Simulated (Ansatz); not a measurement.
Species: N₂O, charge 1, doublet. N2O+ (parent SMILES N#[N+][O-], doublet).
B3LYP-D3(BJ)/def2-TZVP minimum from Ansatz (an electronic-structure program):
```
N
N 1 1.1352
O 1 1.1853 2 180.00
```
Charge +1, spin multiplicity 2.

Total energies in cc-pVDZ, 15 correlated electrons, 3 frozen orbitals. Radicals and triplets start from unrestricted determinants; spin-orbit coupling is neglected. Correlated methods leave the cores frozen. No relativity. The UHF reference of N2O+ (parent SMILES N#[N+][O-], doublet) is spin-contaminated (<S^2> up to 0.27 over the pure value in the sets run). The spin of N2O+ (parent SMILES N#[N+][O-], doublet) was assumed, and the state is the lowest solution found for it.

```
method    program  energy (Eh)  minus CCSDTQ (mEh)
--------  -------  -----------  ------------------
HF         Ansatz   -183.28900              492.24
MP2        Ansatz   -183.72105               60.19
CCSD       Ansatz   -183.75747               23.77
CCSD(T)    Ansatz   -183.77748                3.76
CCSDT(Q)   Ansatz   -183.78171               -0.48
CCSDTQ     Ansatz   -183.78124                0.00
```

Rough core times of Ansatz's runs on a shared machine: CCSD(T) under 20 s, CCSDT(Q) 2 min, CCSDTQ 3 h.
